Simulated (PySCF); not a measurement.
Sulfonium, H₃S (charge +1).
SMILES: `[SH3+]`

Computed, not measured: TDDFT B3LYP/def2-SVPD, vertical, gas phase, core orbitals frozen in the response (PySCF). Isolated species at its PBE0-D3(BJ)/def2-SVP geometry, gas phase.

What does the calculation give for the low-lying excited states?

```
state  λ (nm)  E (eV)       f  |μ| (D)  symmetry     main configurations (H = HOMO, L = LUMO)
   S1   129.7    9.56   0.050     1.17         E                               H→L/L+1 (≥93%)
   S2   129.7    9.56   0.050     1.17         E                               H→L/L+1 (≥93%)
   S3   122.4   10.13   0.084     1.48        A1                                  H→L+2 (98%)
   S4   106.4   11.65  0.0000     0.00         –                         H-2/H-1→L/L+1 (100%)
   S5    99.4   12.47  0.0067     0.38         E     H-2/H-1→L/L+1 (≥42%), H-2/H-1→L+2 (≥13%)
   S6    99.4   12.47  0.0067     0.38         E     H-2/H-1→L/L+1 (≥42%), H-2/H-1→L+2 (≥13%)
   S7    96.7   12.83   0.016     0.57        A1             H-2/H-1→L/L+1 (56%), H→L+5 (42%)
   S8    95.3   13.01   0.065     1.15         E  H-2/H-1→L+2 (≥45%), H→L+4 (36%), H→L+7 (9%)
   S9    95.3   13.01   0.065     1.15         E  H-2/H-1→L+2 (≥45%), H→L+3 (37%), H→L+6 (9%)
```

Triplets, Tamm–Dancoff:

| state | E (eV) | λ (nm) | main configurations (H = HOMO, L = LUMO) |
| --- | --- | --- | --- |
| T1 | 7.96 | 155.8 | H→L/L+1 (≥96%) |
| T2 | 7.96 | 155.8 | H→L/L+1 (≥96%) |
| T3 | 9.44 | 131.4 | H→L+2 (82%) |

The lowest singlet level (S1/S2) lies at 9.56 eV (130 nm, vacuum ultraviolet) and is of moderate strength. The most intense listed level is S8/S9 at 13.01 eV (95 nm, f = 0.131 summed), 3.45 eV above S1. It is the last of those listed, so stronger ones may follow. S1/S2, S5/S6 and S8/S9 lie within about 0.01 eV of each other in each set; the point group C3v has degenerate representations, and within a degenerate level the listed configurations can mix freely. Löwdin shares by element: HOMO sulfur 77%, hydrogen 23%; LUMO (one of a set within 0.03 eV) sulfur 61%, hydrogen 39%. Weighted by f, the mean energy of these states is 11.28 eV. The oscillator strengths of these states sum to 0.344; summed over the whole spectrum of an exact calculation they would give the number of electrons, 18 (Thomas–Reiche–Kuhn). The listed states span 3.45 eV, and the widest gap between neighbours is 1.52 eV (S3 to S4). The vertical ionisation energy (ΔSCF) is 21.33 eV, 8.32 eV above S9. Symmetry labels in C3v follow from the direction of the transition dipole and are given only for states with f of 0.002 or more. Orbitals of the list HOMO-3 to LUMO+2 that lie within 0.01 eV of each other are written together with a slash and their weights summed (≥ marks a lower bound); for degenerate orbitals outside that list single weights are arbitrary. Only the lowest 10 singlets were computed, as vertical energies without vibronic structure. The highest level found (13.26 eV, f 0.182 so far) is left out, since the window may have cut off a degenerate partner.

Time: 2.4 s of wall time; peak memory 0.27 GiB. Hardware: an Intel Xeon Platinum 8488C with one thread, shared host with 32 logical CPUs at a one-minute load of 13.
